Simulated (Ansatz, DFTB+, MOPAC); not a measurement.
Molecule: HS, charge -1, multiplicity 1. SMILES: [SH-]

Atoms: S1, H2. Bonds: S1-H2.

Bond lengths (Å) and angles (degrees) optimised at AM1 with MOPAC; PM6 with MOPAC; SCC-DFTB with DFTB+; HF/6-31G* with Ansatz (a first-principles code); PBE/6-31G* with Ansatz; B3LYP/6-31G* with Ansatz, each started from the B3LYP-D3(BJ)/def2-TZVP structure (Ansatz) of the last column. A row stands for all coordinates that are equal there. 6-31G* holds six Cartesian d functions.

| coordinate | AM1 | PM6 | SCC-DFTB | HF/6-31G* | PBE/6-31G* | B3LYP/6-31G* | B3LYP-D3(BJ)/def2-TZVP |
|---|---|---|---|---|---|---|---|
| S1-H2 | 1.309 | 1.344 | 1.373 | 1.342 | 1.371 | 1.363 | 1.349 |

Mean signed difference of all 1 bond lengths from B3LYP-D3(BJ)/def2-TZVP: AM1 -0.040 Å, PM6 -0.005 Å, SCC-DFTB 0.024 Å, HF/6-31G* -0.007 Å, PBE/6-31G* 0.022 Å, B3LYP/6-31G* 0.014 Å.
